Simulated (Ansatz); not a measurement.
NaSiH₂O (charge +1), closed shell: a single point displaced at random from a GFN2-xTB minimum.

in.yaml

```yaml
crystal:
  periodic: [false, false, false]
  atoms:
    - {symbol: Na, position_ang: [-2.651400, 0.196700, 0.841100]}
    - {symbol: O, position_ang: [-0.760600, 0.047500, 0.244200]}
    - {symbol: Si, position_ang: [0.683500, -0.064200, -0.221400]}
    - {symbol: H, position_ang: [1.279500, -1.347200, -0.387700]}
    - {symbol: H, position_ang: [1.446400, 1.167400, -0.469500]}
basis:
  gaussian: {orbitals: def2-TZVPP}
total_charge: 1
hamiltonian: {xc: r2scan, dispersion: d4}
output: {forces: true}
```

Run by:

```bash
ansatz run in.yaml --threads 4 --pin off --events-out ev --progress --plain --max-ram 5222MiB
```

The run's output (Ansatz 0.2.0):

```
Functional definition: r2SCAN
  name "r2SCAN"
  cite "Furness, Kaplan, Ning, Perdew & Sun, J. Phys. Chem. Lett. 11, 8208 (2020) doi:10.1021/acs.jpclett.0c02405"
  cite "Furness, Kaplan, Ning, Perdew & Sun, J. Phys. Chem. Lett. 11, 9248 (2020) doi:10.1021/acs.jpclett.0c03077"
  parent r2scan
  parameter k0 = 0.174
  parameter k1 = 0.065
  parameter a1 = 4.9479
  exchange = r2scan_x(k0 = k0, k1 = k1, a1 = a1)
  correlation = r2scan_c
834 factors; their error is unknown
mean field evaluation 1: about -14345.9685 eV, gradient 1.1e2 eV
mean field evaluation 2: about -14140.9673 eV, gradient 2.1e2 eV
mean field evaluation 4: about -14367.0067 eV, gradient 1.7e1 eV
mean field evaluation 8: about -14367.4857 eV, gradient 2.7e-2 eV
mean field evaluation 16: about -14367.4630 eV, gradient 4.0e-5 eV
mean field -14367.46301902 eV, -527.9945273327 hartree, gradient 4.0e-5 eV, S^2 0.000000; 0 other end points of the search recorded, 0 dependent functions left out
the calculation of the forces begins
reference -14367.46303600 eV, -527.9945279569 hartree; 17, 17 occupied and 116, 116 virtual orbitals, 834 factors
Total energy: -14367.47761590 eV, -527.9950637583 hartree
Atom 0 at    -2.651400     0.196700     0.841100 Å, force    -0.932097     0.074421     0.296259 eV/Å
Atom 1 at    -0.760600     0.047500     0.244200 Å, force     0.141960    -0.053770    -0.064697 eV/Å
Atom 2 at     0.683500    -0.064200    -0.221400 Å, force     0.002538     0.884039     0.042634 eV/Å
Atom 3 at     1.279500    -1.347200    -0.387700 Å, force     0.580690    -0.858019    -0.189269 eV/Å
Atom 4 at     1.446400     1.167400    -0.469500 Å, force     0.206909    -0.046671    -0.084926 eV/Å
Dipole moment:    -0.737289     0.049357     0.227170 e Å
```

Hardware: 4 CPU threads of an AMD EPYC, shared host. Wall time about 6.5 s.
